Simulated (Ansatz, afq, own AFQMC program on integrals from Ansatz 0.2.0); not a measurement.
## GeH5O, doublet in cc-pVDZ, levels against CCSDT(Q)

```xyz
7

O    -2.2776   -0.0100    0.0000
H    -2.5269    0.9166    0.0000
H    -1.1896   -0.0100    0.0000
Ge    0.5124   -0.0100    0.0000
H     0.9811   -1.4759    0.0000
H     0.9811    0.7230   -1.2695
H     0.9811    0.7230    1.2695
```

Basis cc-pVDZ. Noble-gas cores (and the filled d shells of Ga–Kr and In–Xe) are frozen. Ansatz 0.2.0 and our own AFQMC program on the same integrals; the CISD trial comes from CCSD amplitudes, and released means the phaseless constraint is let go. ± is one standard error of the sampling. No spin–orbit coupling.

Determinant: UHF, the one that the program's search chose, which needn't be the lowest solution. The geometry is a point of a scan.

No full CI on the walks' own integrals is used here; CCSDT(Q) serves as the reference and is uncertain by about the last step of the cluster series.

Cautions: no relativity below Rb; no spin-orbit coupling; inner d shell frozen.

* T1 diagnostic: 0.0137
* weight of the determinant in the CISD state: 0.875
* ⟨S²⟩ of the determinant: 0.770
* size of the correlated space: 15 electrons in 51 orbitals

```tsv
level	correlation energy (eV)
MP2	-8.2886
CCSD	-9.2470
CCSD(T)	-9.4320
```

Problem. Estimate where phaseless AFQMC with a CISD trial lies against CCSD(T) on the same integrals.

Solution. 38.7 ± 4.3 meV below CCSD(T).

Reference: CCSDT(Q), correlation energy -9.474 eV. The released energy is read at 1.50 1/Eh (meV from the phaseless value at times in 1/Eh: -4 ± 3 at 0.24, 2 ± 3 at 0.51, -5 ± 5 at 0.99, 2 ± 5 at 1.50).

```
         level  E − E(reference) (meV)  share of correlation (%)
       CCSD(T)                    42.4                     99.55
         CCSDT                    19.0                     99.80
 ph-AFQMC/CISD               3.6 ± 4.3                     99.96
released AFQMC               5.5 ± 4.6                     99.94
```

A walk keeps the symmetry of its determinant, which the program's search chose and which needn't be the lowest solution, so a lower state of the same spin and another symmetry isn't excluded. Released energies are given only where the last usable release times agree within the noise; a slower fall can still hide under it.
